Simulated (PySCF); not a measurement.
Compound: C4H11P.
Bonds: C1–P2 (double), P2–C3, P2–C4, P2–C5. Hydrogens: H6, H7 on C1; H8, H9, H10 on C3; H11, H12, H13 on C4; H14, H15, H16 on C5.

Level: wB97X-D/pcSseg-2 in PySCF, non-relativistic, on one gas-phase PBE0-D3(BJ)/def2-TZVP geometry that isn't relaxed in the solvent. The solvent is an IEF-PCM continuum (Bondi radii, 1.10 Å for H, scaled by 1.2). Only the electrostatic response of the medium enters.

Gas phase at wB97X-D/pcSseg-2: HOMO -6.61 eV, LUMO 1.93 eV, dipole 3.35 D.

Question: What does the continuum do to the energy, the frontier levels and the dipole at wB97X-D/pcSseg-2 in chloroform?

Answer: 
```tsv
solvent	ε	E(solvent) − E(gas) (kJ/mol)	polarisation term (kJ/mol)	distortion of the solute (kJ/mol)	HOMO (eV)	LUMO (eV)	dipole (D)
chloroform	4.711	-21.81	-25.41	3.60	-6.88	2.17	4.40
```

The polarisation term is half the interaction of the solute with the surface charges that it induces; the rest is the cost of distorting the solute's density. The sum is the electrostatic part of solvation alone.

Question: Which radius a makes the point-dipole formula ΔE = −[(ε − 1)/(2ε + 1)]·μ²/a³ give the value in chloroform, with the gas-phase dipole?

Answer: μ = 1.317 au and |ΔE| = 0.00831 Eh give a = 2.23 Å; the farthest nucleus lies 2.63 Å from the centroid of the nuclei, so such a sphere wouldn't even hold the nuclei. The formula assumes a rigid point dipole at the centre of a sphere.

Hardware: 2 threads of an Intel Xeon at 2.70 GHz, no GPU, shared host with 64 logical CPUs at a one-minute load of 63. Cost: 91 s wall, 3.2 min CPU, 2.2 GiB resident at most. This is the whole shielding run at wB97X-D/pcSseg-2 in chloroform, SCF included.

wB97X-D is run here without its empirical dispersion term; that term would change no orbital, density or response property at a fixed geometry.
